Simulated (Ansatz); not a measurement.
**bcc Cs**

All values below come from r²SCAN (PAW; Ansatz, a program for electronic structure).

Run with plane-wave cutoff 600 eV, 16×16×16 k mesh, Fermi–Dirac smearing 0.1 eV, finite displacements, force constants from a 4×4×4 q mesh, scalar-relativistic PAW data made under PBE.

Cell: relaxed at this level.

For bcc Cs, the zero-point energy is 0.004 eV/atom.

Spin–orbit coupling is not included.
